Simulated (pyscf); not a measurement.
**Four-centre exchange: PH₃ + AlH [singlet] -> Al–PH₂ [singlet] + hydrogen (H₂)**

Gas phase, singlet surface, charge 0. Bonds broken: P1–H2, Al5–H6. Bonds formed: P1–Al5, H2–H6. Structures and frequencies: ωB97X-D3(BJ)/def2-SVP in PySCF.

Transition state (Å):

```xyz
6

P     -0.6061     0.7526     0.4478
H      0.9057    -0.0589     0.2755
H      0.3310     1.6581     1.0298
H     -0.6924     1.4456    -0.7937
Al     0.1757    -1.4241    -0.7892
H      1.6416    -0.9227     0.0865
```

One imaginary mode, 1220i cm⁻¹; descent along it reached the two sides named, in the forms told below.

```csv
bond,change,reactant side (Å),saddle,product side
P1–H2,breaks,1.417,1.725,3.1
Al5–H6,breaks,1.675,1.780,2.9
P1–Al5,forms,2.7,2.6,2.389
H2–H6,forms,3.0,1.150,0.762
```

Electronic energies relative to the separated reactants (eV):

```tsv
level	barrier	reaction energy	reverse barrier
ωB97X-D3(BJ)/def2-TZVP	0.36	-0.66	1.01
PBE/def2-TZVP	0.03	-0.57	0.60
r²SCAN/def2-TZVP	0.08	-0.56	0.64
B3LYP-D3(BJ)/def2-TZVP	0.37	-0.48	0.84
PBE0-D3(BJ)/def2-TZVP	0.15	-0.55	0.70
M06-2X/def2-TZVP	0.36	-0.54	0.90
ωB97M-D3(BJ)/def2-TZVP	0.47	-0.43	0.90
HF/def2-TZVP	1.36	-0.11	1.47
```

With ωB97M-D3(BJ)/def2-TZVP energies and thermal terms (ideal gas, 1 atm, RRHO with modes under 100 cm⁻¹ raised to 100, one conformer, R ln 2 for chiral ones without a mode under 150 cm⁻¹), in eV:

```csv
T (K),ΔH‡,ΔG‡,ΔH,ΔG
298,0.44,0.80,-0.46,-0.46
600,0.45,1.16,-0.42,-0.47
900,0.47,1.51,-0.40,-0.50
1200,0.48,1.85,-0.39,-0.53
```

On the reactant side the descent ends in an adduct with a Al–P contact (not fully relaxed), 0.49 eV under the separated species and 0.84 eV under the saddle at ωB97X-D3(BJ)/def2-TZVP. What is counted as formed (Al–P) is already present as a longer contact in the reactant adduct; forming that adduct is a step of its own. One saddle was located; it need not be the lowest between these sides.
